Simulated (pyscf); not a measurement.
## Addition: `[CH2]=[C]=[CH2]` + `[CH3]` [doublet] → `[CH2][C](=[CH2])[CH3]` [doublet]

Gas phase, doublet surface, charge 0. Bonds broken: none. Bonds formed: C2–C8. PySCF, gas phase, ωB97X-D3(BJ)/def2-SVP geometries.

Transition state (Å):

```xyz
11

C     -1.6472    -1.0416     0.4931
C     -0.5775    -0.3404     0.1747
C      0.7144    -0.0986    -0.0819
H     -2.6479    -0.6091     0.5617
H     -1.5366    -2.1119     0.7009
H      1.3826     0.2637     0.7064
H      1.0935    -0.1176    -1.1092
C     -1.5436     1.7647    -0.1167
H     -0.7194     2.4289    -0.3882
H     -2.2377     1.4882    -0.9151
H     -1.9495     1.8705     0.8931
```

One imaginary mode, 558i cm⁻¹; descent along it reached the two sides named.

| bond | change | reactant side (Å) | saddle | product side |
|---|---|---|---|---|
| C2–C8 | forms | 3.7 | 2.334 | 1.530 |

Electronic energies relative to the separated reactants (kcal/mol):

| level | barrier | reaction energy | reverse barrier |
|---|---|---|---|
| ωB97X-D3(BJ)/def2-TZVP | 7.9 | -54.2 | 62.1 |
| PBE/def2-TZVP | 6.1 | -50.2 | 56.2 |
| r²SCAN/def2-TZVP | 6.7 | -51.5 | 58.3 |
| B3LYP-D3(BJ)/def2-TZVP | 7.1 | -49.8 | 56.9 |
| PBE0-D3(BJ)/def2-TZVP | 6.7 | -54.7 | 61.4 |
| M06-2X/def2-TZVP | 9.0 | -49.7 | 58.8 |
| ωB97M-D3(BJ)/def2-TZVP | 8.8 | -51.0 | 59.8 |
| HF/def2-TZVP | 14.2 | -48.7 | 62.9 |

With ωB97M-D3(BJ)/def2-TZVP energies and thermal terms (ideal gas, 1 atm, RRHO with modes under 100 cm⁻¹ raised to 100, one conformer, R ln 2 for rigid chiral ones), in kcal/mol:

```csv
T (K),ΔH‡,ΔG‡,ΔH,ΔG
298,9.8,18.1,-46.8,-36.9
600,10.1,26.4,-47.1,-26.7
900,10.6,34.4,-46.5,-16.6
1200,11.2,42.3,-45.6,-6.8
```

This is the saddle that the search found; another between the same sides may lie lower.
